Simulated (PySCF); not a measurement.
## TDDFT excited states: H6P2Si

Compound: H6P2Si.
Numbering: `[PH2:1][SiH2:2][PH2:3]` (hydrogens: H4, H5 on P1; H6, H7 on Si2; H8, H9 on P3)

Theory: TDDFT CAM-B3LYP/def2-SVPD, vertical, gas phase, core orbitals frozen in the response in PySCF 2.14.0, density-fitted response routines. The structure is a single GFN2-xTB conformer in the gas phase; no vibrational or solvent corrections. Torsions of this conformer, `[PH2:1][SiH2:2][PH2:3]`: H–P1–Si2–P3 -169°, H–P1–Si2–P3 -76°, H–P3–Si2–P1 169°, H–P3–Si2–P1 76°.

| state | E (eV) | λ (nm) | f | \|μ\| (D) | symmetry | main configurations (H = HOMO, L = LUMO) |
| --- | --- | --- | --- | --- | --- | --- |
| S1 | 6.47 | 191.7 | 0.0029 | 0.35 | A″ | H-1→L+2 (65%), H→L+1 (11%) |
| S2 | 6.58 | 188.6 | 0.0083 | 0.58 | A′ | H→L+2 (60%), H→L (23%) |
| S3 | 6.65 | 186.5 | 0.0012 | 0.22 | – | H-1→L (56%), H→L+1 (34%) |
| S4 | 6.66 | 186.2 | 0.029 | 1.06 | A′ | H→L (60%), H-1→L+1 (20%), H→L+2 (8%) |
| S5 | 6.95 | 178.4 | 0.327 | 3.52 | A″ | H→L+1 (30%), H-1→L (27%), H-1→L+2 (22%) |
| S6 | 6.99 | 177.5 | 0.156 | 2.43 | A′ | H→L+3 (44%), H-1→L+1 (22%), H→L+2 (18%) |
| S7 | 7.19 | 172.4 | 0.015 | 0.74 | A″ | H-1→L+3 (71%), H→L+1 (16%) |
| S8 | 7.27 | 170.4 | 0.043 | 1.25 | A′ | H-1→L+1 (43%), H→L+3 (42%) |

Triplets, Tamm–Dancoff:

| state | E (eV) | λ (nm) | main configurations (H = HOMO, L = LUMO) |
| --- | --- | --- | --- |
| T1 | 5.68 | 218.1 | H→L (50%), H-1→L+7 (14%), H→L+3 (13%) |
| T2 | 5.71 | 217.0 | H-1→L (49%), H→L+7 (14%), H-1→L+3 (13%) |
| T3 | 5.77 | 214.7 | H→L+2 (60%), H-1→L+5 (24%) |

The lowest singlet comes at 192 nm (624 kJ/mol) in the vacuum ultraviolet; it is very weak; its leading configuration is HOMO-1→LUMO+2 (65%). The strongest level in the table is S5 at 6.95 eV (178 nm, f = 0.327). S3/S4 lie within about 0.01 eV of each other. Löwdin shares by element: HOMO phosphorus 63%, silicon 14%, hydrogen 9% or more; LUMO silicon 33%, phosphorus 32%, hydrogen 8% or more (atoms not listed hold the other 27%). The oscillator strengths of these states sum to 0.582; summed over the whole spectrum of an exact calculation they would give the number of electrons, 50 (Thomas–Reiche–Kuhn). The listed states span 0.81 eV, and the widest gap between neighbours is 0.29 eV (S4 to S5). Orbital energies (eV): HOMO-3 -10.82, HOMO-2 -10.42, HOMO-1 -8.87, HOMO -8.81, LUMO 0.76, LUMO+1 1.13, LUMO+2 1.24. Symmetry labels in Cs follow from the direction of the transition dipole and are given only for states with f of 0.002 or more. Singlets were solved by full linear response, triplets in the Tamm–Dancoff approximation.

Hardware: x86-64 server, one thread (shared host). Cost: 5.5 s.
